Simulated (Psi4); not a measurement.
**Si2H6 (SMILES [SiH3][SiH3]): HSE06/aug-cc-pVDZ**

What is the energy change on altering one bond length of Si2H6 at HSE06/aug-cc-pVDZ? 

The results are computed with Psi4 1.11.

### Step 1. Starting point

Si2H6: 8 atoms, total charge 0, spin state singlet. As SMILES, `[SiH3][SiH3]`. The coordinates come from a PBE0-D4/def2-TZVP relaxation.

Bond lengths: Si1–Si2 2.338 Å, Si1–H3 1.488 Å, Si1–H4 1.488 Å, Si1–H5 1.488 Å, Si2–H6 1.488 Å, Si2–H7 1.488 Å, Si2–H8 1.488 Å. Some angles: Si1–Si2–H6 110.3°, Si1–Si2–H7 110.3°, Si1–Si2–H8 110.3°, Si2–Si1–H3 110.3°, Si2–Si1–H4 110.3°, Si2–Si1–H5 110.3°, H6–Si2–H7 108.7°, H6–Si2–H8 108.7°, H7–Si2–H8 108.7°, H3–Si1–H4 108.7°.

### Step 2. The energy at HSE06/aug-cc-pVDZ

h6si2.py

```python
import psi4

psi4.set_memory(1600000000)
psi4.set_num_threads(1)
psi4.core.set_output_file('output.dat', False)

mol = psi4.geometry("""
0 1
Si
Si 1 2.338474
H 1 1.487642 2 110.27517
H 1 1.487603 3 108.6533 2 -120.97328
H 1 1.487604 4 108.65663 3 118.054
H 2 1.487563 1 110.27548 4 179.84798
H 2 1.487654 6 108.65434 1 120.97376
H 2 1.48759 6 108.6583 7 118.05217
symmetry c1
no_reorient
no_com
""")

psi4.set_options({
    'basis': 'aug-cc-pVDZ',
    'puream': True,
    'e_convergence': 1e-09,
    'd_convergence': 1e-08,
    'scf_type': 'pk',
    'dft_radial_points': 99,
    'dft_spherical_points': 590,
})

E, wfn = psi4.energy("hse06", return_wfn=True)
print(f'total energy {E:.8f} hartree = {E * 27.211386:.5f} eV')
for k, v in sorted(psi4.core.scalar_variables().items()):
    print(f'{k:45s} {v:18.10f}')
```

Started as:

```bash
$ python h6si2.py
```

output.dat:

```text
[...]
  Running in c1 symmetry.
[...]
  Nuclear repulsion =   90.773086010149129
[...]
  Multiplicity = 1
[...]
  Nalpha       = 17
  Nbeta        = 17
[...]
    Number of basis functions: 108
[...]
   @RKS iter   1:  -582.27303679544434   -4.04530e-01   2.68943e-03 ADIIS/DIIS
[...]
   @RKS iter   7:  -582.34587139155371   -3.88468e-10   9.35533e-09 DIIS
[...]
    Orbital Energies [Eh]
    ---------------------
    Doubly Occupied:
       1A    -66.255388     2A    -66.255385     3A     -5.319891
       4A     -5.319849     5A     -3.653538     6A     -3.653215
       7A     -3.653215     8A     -3.653163     9A     -3.653163
      10A     -3.652935    11A     -0.572078    12A     -0.507253
      13A     -0.361397    14A     -0.361390    15A     -0.335817
      16A     -0.335810    17A     -0.293781
[...]
  @RKS Final Energy:  -582.34587139155371
   => Energetics <=
    Nuclear Repulsion Energy =             90.7730860101491288
    One-Electron Energy =                -986.5425456617643931
    Two-Electron Energy =                 347.0433047012920156
    DFT Exchange-Correlation Energy =     -33.6197164412303877
    Empirical Dispersion Energy =           0.0000000000000000
    VV10 Nonlocal Energy =                  0.0000000000000000
    Total Energy =                       -582.3458713915536009
[...]
 Multipole Moments:
 ------------------------------------------------------------------------------------
     Multipole            Electronic (a.u.)      Nuclear  (a.u.)        Total (a.u.)
 ------------------------------------------------------------------------------------
 L = 1.  Multiply by 2.5417464519 to convert [e a0] to [Debye]
 Dipole X            :         -0.0001802            0.0001177           -0.0000626
 Dipole Y            :         -0.0001299            0.0000874           -0.0000425
 Dipole Z            :          0.0000196           -0.0000104            0.0000092
 Magnitude           :                                                    0.0000762
[...]
```

Standard output:

```text
total energy -582.34587139 hartree = -15846.43829 eV
CURRENT ENERGY                                   -582.3458713916
CURRENT REFERENCE ENERGY                         -582.3458713916
DD SOLVATION ENERGY                                 0.0000000000
DFT FUNCTIONAL TOTAL ENERGY                      -582.3458713916
DFT TOTAL ENERGY                                 -582.3458713916
DFT VV10 ENERGY                                     0.0000000000
DFT XC ENERGY                                     -33.6197164412
GRID ELECTRONS ALPHA                               17.0000000342
GRID ELECTRONS BETA                                17.0000000342
GRID ELECTRONS TOTAL                               34.0000000684
NUCLEAR REPULSION ENERGY                           90.7730860101
ONE-ELECTRON ENERGY                              -986.5425456618
PCM POLARIZATION ENERGY                             0.0000000000
PE ENERGY                                           0.0000000000
SCF ITERATION ENERGY                             -582.3458713916
SCF ITERATIONS                                      7.0000000000
SCF TOTAL ENERGY                                 -582.3458713916
TWO-ELECTRON ENERGY                               347.0433047013
XC GRID RADIAL POINTS                              99.0000000000
XC GRID SPHERICAL POINTS                          590.0000000000
XC GRID TOTAL POINTS                           449456.0000000000
```

Run time: 37 s. Hardware: 1 thread of Intel Xeon 6975P-C (Granite Rapids), shared host; peak memory 0.8 GiB.

### Step 3. The distorted shape: energy and forces at HSE06/aug-cc-pVDZ

calc.inp

```
memory 1600 mb

molecule {
  0 1
  Si
  Si 1 2.338474
  H 1 1.487642 2 110.27517
  H 1 1.487603 3 108.6533 2 -120.97328
  H 1 1.933899 4 108.65663 3 118.05401
  H 2 1.487563 1 110.27548 4 179.84798
  H 2 1.487654 6 108.65434 1 120.97376
  H 2 1.48759 6 108.6583 7 118.05217
  symmetry c1
  no_reorient
  no_com
}

set {
  basis aug-cc-pVDZ
  puream true
  e_convergence 1e-09
  d_convergence 1e-08
  scf_type pk
  dft_radial_points 99
  dft_spherical_points 590
}

gradient('hse06')
```

Started as:

```bash
$ psi4 calc.inp calc.out -n 1
```

calc.out:

```text
[...]
  Running in c1 symmetry.
[...]
  Nuclear repulsion =   89.313739167235028
[...]
  Multiplicity = 1
[...]
  Nalpha       = 17
  Nbeta        = 17
[...]
    Number of basis functions: 108
[...]
   @RKS iter   1:  -582.23289990377918   -4.44929e-01   2.73249e-03 ADIIS/DIIS
[...]
   @RKS iter  10:  -582.31160937307664   -2.50111e-12   3.57266e-09 DIIS
[...]
    Orbital Energies [Eh]
    ---------------------
    Doubly Occupied:
       1A    -66.281635     2A    -66.260657     3A     -5.340691
       4A     -5.324973     5A     -3.675019     6A     -3.673825
       7A     -3.673813     8A     -3.658474     9A     -3.658252
      10A     -3.658211    11A     -0.571402    12A     -0.502651
      13A     -0.366456    14A     -0.356390    15A     -0.340643
      16A     -0.312778    17A     -0.290829
[...]
  @RKS Final Energy:  -582.31160937307664
   => Energetics <=
    Nuclear Repulsion Energy =             89.3137391672350276
    One-Electron Energy =                -983.3807334484753255
    Two-Electron Energy =                 345.3114701797095449
    DFT Exchange-Correlation Energy =     -33.5560852715458893
    Empirical Dispersion Energy =           0.0000000000000000
    VV10 Nonlocal Energy =                  0.0000000000000000
    Total Energy =                       -582.3116093730766352
[...]
 Multipole Moments:
 ------------------------------------------------------------------------------------
     Multipole            Electronic (a.u.)      Nuclear  (a.u.)        Total (a.u.)
 ------------------------------------------------------------------------------------
 L = 1.  Multiply by 2.5417464519 to convert [e a0] to [Debye]
 Dipole X            :          0.5084392           -0.3063638            0.2020754
 Dipole Y            :          0.2934912           -0.1768539            0.1166373
 Dipole Z            :          0.2645217           -0.1307416            0.1337802
 Magnitude           :                                                    0.2689532
[...]
  -Total Gradient:
     Atom            X                  Y                   Z
    ------   -----------------  -----------------  -----------------
       1        0.047829089443     0.027597856285     0.017788034898
       2        0.002757764496     0.001602095984     0.000771371954
       3        0.001910154719    -0.002521293499     0.002584951259
       4       -0.001236567734     0.002925987561     0.002589450211
       5       -0.050304284510    -0.029043814164    -0.021266116667
       6        0.002935640177    -0.001942466359    -0.000971900849
       7       -0.003693933574    -0.002123922227    -0.000525245590
       8       -0.000199953792     0.003504329127    -0.000971010795
[...]
```

Run time: 72 s. Hardware: 1 thread of Intel Xeon 6975P-C (Granite Rapids), shared host; peak memory 0.81 GiB.

### Step 4. What came out

Level: HSE06/aug-cc-pVDZ.

```
                                                          quantity          value
                                         first shape: total energy  -582.34587 Eh
                                        first shape: dipole moment         0.00 D
                                          first shape: HOMO energy       -7.99 eV
                                          first shape: LUMO energy       -0.39 eV
                                        first shape: HOMO–LUMO gap        7.60 eV
                                     distorted shape: total energy  -582.31161 Eh
                                    distorted shape: dipole moment         0.68 D
                                      distorted shape: HOMO energy       -7.91 eV
                                      distorted shape: LUMO energy       -1.27 eV
                                    distorted shape: HOMO–LUMO gap        6.64 eV
                         distorted shape: largest force on an atom     3.181 eV/Å
energy change with the Si1–H5 bond stretched from 1.488 to 1.934 Å       0.932 eV
```

With the Si1–H5 bond stretched from 1.488 to 1.934 Å the energy rises by 0.93 eV (90.0 kJ/mol). The first shape isn't relaxed at this level, so the change isn't measured from a minimum.
